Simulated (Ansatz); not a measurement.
**How close CCSD(T) comes to the exact answer in a basis**

Each species is computed at the geometry given (Å), with frozen cores, in Ansatz 0.2.0: RHF-CCSD(T) for singlets, UHF-CCSD(T) otherwise, and full CI in the same basis. The program picks the determinant by trial CCSD, so it needn't be the lowest Hartree–Fock solution. States: HCP⁺ A'', H2I⁺ A1, PH⁻ Π, AlB⁻ Σ⁻ or Δ. Cases whose determinant has another symmetry than full CI's state, or whose (Q) step broke down, weren't drawn. No spin–orbit coupling is included; scalar relativity enters only through core potentials past Kr.

Question: Judging by size, spin and bonding and the diagnostics given, rank them by the size of CCSD(T)'s error in total energy against full CI in the same basis, smallest first (an estimate).
A. PH⁻, doublet, aug-cc-pVDZ: P 0.000 0.000 0.000; H 0.000 0.000 1.443. T1 0.016, (T) -131 meV in a correlation energy of -3.96 eV
B. H2I⁺, singlet, def2-SVP: I 0.000 -0.018 0.000; H 0.000 1.124 -1.161; H 0.000 1.124 1.161. T1 0.009, (T) -74 meV in a correlation energy of -3.74 eV
C. HCP⁺, quartet, 6-31G: C 0.000 -0.135 1.153; P 0.000 0.032 -0.510; H 0.000 0.615 1.945. T1 0.018, (T) -55 meV in a correlation energy of -2.78 eV
D. AlB⁻, quartet, aug-cc-pVDZ: B 0.000 0.000 0.000; Al 0.000 0.000 2.064. T1 0.054, (T) -226 meV in a correlation energy of -3.99 eV

Answer: B (15.5 meV), C (22.5 meV), A (32.9 meV), D (83.4 meV).

```
      species        basis  correlated electrons  CCSD(T) − full CI (meV)  CCSDT(Q) − full CI (meV)  unpaired electrons (full CI)     T1  ⟨S²⟩ of the determinant
H2I⁺, singlet     def2-SVP                     8                     15.5                       0.7                          0.05  0.009                     0.00
HCP⁺, quartet        6-31G                     9                     22.5                       0.3                          3.03  0.018                     3.76
 PH⁻, doublet  aug-cc-pVDZ                     7                     32.9                       0.9                          1.07  0.016                     0.77
AlB⁻, quartet  aug-cc-pVDZ                     7                     83.4                       1.5                          3.14  0.054                     3.76
```

Unpaired electrons are Σ n²(2−n)² over natural occupations; an open shell counts its own unpaired electrons too. Frozen cores follow each run's orbitals, which moves totals by a few meV.
